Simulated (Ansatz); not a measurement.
Cost and result for the atomization energy of CH₂BN, SMILES `BC#N` (5 atoms, 4 bonds).

Charge 0, multiplicity 1. The structure was optimised at the PBE0-D4/def2-TZVP level. Program: Ansatz. All runs use 2 threads of a server CPU on a shared host. Times are those of one run each, without the atoms' runs, and a repeat can differ threefold. Electronic energies, without spin–orbit coupling; frozen cores. CCSD(T)/CBS extrapolates def2-TZVPP and def2-QZVPP, and its time is that of the two runs behind it. T1 = 0.014. B3LYP takes the VWN-RPA correlation (the form of Gaussian; ORCA's B3LYP/G).

CCSD(T)/CBS is a level of theory with its own doubt, some kJ/mol a heavy atom from the limit and from the frozen cores, so smaller differences don't rank the functionals.

```csv
level,functions,wall time
CCSD(T)/def2-SVP,52,0.35 s
LDA (SPW92)/def2-TZVPP,121,0.4 s
PBE0-D4/def2-TZVPP,121,0.7 s
BHLYP-D4/def2-TZVPP,121,0.8 s
CAM-B3LYP-D4/def2-TZVPP,121,0.85 s
B3LYP-D4/def2-TZVPP (with forces),121,1 s
PBE-QIDH/def2-TZVPP,121,1.2 s
B2PLYP/def2-TZVPP,121,1.3 s
r2SCANh-D4/def2-TZVPP,121,1.5 s
CCSD(T)/def2-TZVPP,121,2 s
ωB97M-V/def2-TZVPP (with forces),121,3.1 s
CCSD(T)/def2-QZVPP,231,22 s
CCSD(T)/CBS(def2),–,24 s
```

(1) What atomization energy does each give, and how far from CCSD(T)/CBS? (Best estimate.)

Results:

(1) Ansatz gave: 
```csv
level,atomization (kcal/mol),difference from CCSD(T)/CBS,per bond
CCSD(T)/def2-SVP,468.4,-21.9,-5.5
LDA (SPW92)/def2-TZVPP,563.6,73.3,18.3
PBE0-D4/def2-TZVPP,496.0,5.7,1.4
BHLYP-D4/def2-TZVPP,477.5,-12.8,-3.2
CAM-B3LYP-D4/def2-TZVPP,498.2,7.9,2.0
B3LYP-D4/def2-TZVPP (with forces),498.7,8.4,2.1
PBE-QIDH/def2-TZVPP,490.1,-0.2,-0.1
B2PLYP/def2-TZVPP,495.1,4.8,1.2
r2SCANh-D4/def2-TZVPP,488.6,-1.7,-0.4
CCSD(T)/def2-TZVPP,477.7,-12.6,-3.1
ωB97M-V/def2-TZVPP (with forces),497.1,6.8,1.7
CCSD(T)/def2-QZVPP,485.2,-5.1,-1.3
CCSD(T)/CBS(def2),490.3,0.0,0.0
```

From PBE to PBE0 (25 % exact exchange), in def2-TZVPP and without D4, the atomization energy moves by −15.7 kcal/mol: exact exchange takes away binding that semilocal exchange gives to molecules. At CCSD(T), def2-SVP lies −21.9 kcal/mol from the extrapolated value and def2-TZVPP −12.6 kcal/mol: correlation converges slowly with the basis, and small sets miss more of it in the bonded molecule than in its fragments. In def2-TZVPP, CCSD(T) changes the Hartree–Fock value by +126.2 kcal/mol (the triples alone add +10.0 kcal/mol) and MP2 by +142.2 kcal/mol; breaking electron pairs costs correlation energy, which Hartree–Fock lacks.
